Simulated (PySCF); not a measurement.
How far are cheaper levels from CCSD(T)/CBS for NaF?

PySCF; the state is a singlet (closed shell). The composite is CCSD(T) extrapolated to the basis-set limit from two correlation-consistent sets, with core-valence (CV) and scalar-relativistic (SR) terms as its label shows; it has no spin–orbit coupling and nothing beyond (T). Here it is CCSD(T)/CBS(DT)+CV+SR. It gives Re = 1.935 Å, ωe = 527 cm⁻¹ and De = 4.92 eV to Na + F.

| level | basis | relativity | Re (Å) | ωe (cm⁻¹) | De (eV) |
| --- | --- | --- | --- | --- | --- |
| RHF | def2-SVPD | no relativity | 1.934 | 547 | 3.12 |
| RHF | x2c-TZVPPall | spin-free X2C | 1.916 | 554 | 2.85 |
| RHF-MP2 | 3-21G | no relativity | 1.881 | 580 | 3.15 |
| RHF-SCS-MP2 | aug-pcseg-1 | no relativity | 1.963 | 529 | 5.09 |
| PBE | aug-pcseg-1 | no relativity | 1.962 | 518 | 5.04 |
| PBE | def2-SVPD | no relativity | 1.958 | 510 | 5.06 |
| PBEsol | 3-21G | no relativity | 1.883 | 545 | 4.32 |
| r²SCAN0 | def2-SVPD | no relativity | 1.932 | 540 | 4.73 |
| B97-3 | aug-pcseg-1 | no relativity | 1.949 | 538 | 4.96 |
| M06-2X | pcseg-2 | no relativity | 1.927 | 546 | 4.78 |

Task: Give the difference of each row from the composite.

Result: 

```
      level         basis  ΔRe (pm)  Δωe (%)  ΔDe (eV)
        RHF     def2-SVPD      -0.1     +3.8     -1.80
        RHF  x2c-TZVPPall      -1.9     +5.1     -2.07
    RHF-MP2         3-21G      -5.4    +10.1     -1.77
RHF-SCS-MP2   aug-pcseg-1      +2.8     +0.4     +0.17
        PBE   aug-pcseg-1      +2.7     -1.7     +0.12
        PBE     def2-SVPD      +2.3     -3.2     +0.14
     PBEsol         3-21G      -5.2     +3.4     -0.60
    r²SCAN0     def2-SVPD      -0.3     +2.5     -0.19
      B97-3   aug-pcseg-1      +1.4     +2.1     +0.04
     M06-2X       pcseg-2      -0.8     +3.6     -0.14
```

Task: Which rows come closest in De?

Result: B97-3 in aug-pcseg-1 (+0.04 eV), counted from the composite.

Correlated steps freeze 2 core orbitals. Correlated levels converge slowly with the basis: in double zeta they bind strong bonds too weakly, by up to about 1 eV, and carry superposition errors of some tenths. Where the molecule has an RHF reference, its open-shell atoms are computed with UHF. 3-21G is very small, so such numbers show the basis as much as the molecule.
